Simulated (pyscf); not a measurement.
Structures and frequencies: ωB97X-D3(BJ)/def2-SVP in PySCF.

Question: Estimate by transition-state theory the rate constant of H₂Ga–AsH–AsH₂ (SMILES [GaH2][AsH][AsH2]) + H₂ (SMILES [H][H]) → H₂As–AsH₂ (SMILES [AsH2][AsH2]) + GaH₃ (SMILES [GaH3]) (singlet surface; As–Ga, H–H broken, As–H, Ga–H formed) at 900 K, with ωB97M-D3(BJ)/def2-TZVP energies (ideal gas, 1 atm, RRHO with modes under 100 cm⁻¹ raised to 100, one conformer, R ln 2 for chiral ones without a mode under 150 cm⁻¹; no tunnelling).

Answer: The electronic barrier is 29.6 kcal/mol and the thermal terms add +25.1, so ΔG‡ = 54.6 kcal/mol. With k_BT/h = 1.88e+13 s⁻¹ and RT = 1.788 kcal/mol, and a volume of 1.23e-19 cm³ per molecule at 1 atm, k = 1.2e-19 cm³ molecule⁻¹ s⁻¹. Wigner's tunnelling factor for 1216i cm⁻¹ would be 1.16. A shift of 1 kcal/mol in the barrier changes k by a factor 1.7. On the product side the descent ends in a complex, 5.9 kcal/mol under the separated species and 17.9 kcal/mol under the saddle at ωB97X-D3(BJ)/def2-TZVP. At the saddle there is also a short Ga–H contact that neither side keeps. At ωB97X-D3(BJ)/def2-TZVP the barrier from the zero used here is 32.4 kcal/mol. H₂Ga–AsH–AsH₂ is closed by a dative As–Ga contact. One saddle was located; it need not be the lowest between these sides. Elements up to Kr have no core potential and no relativistic terms here.
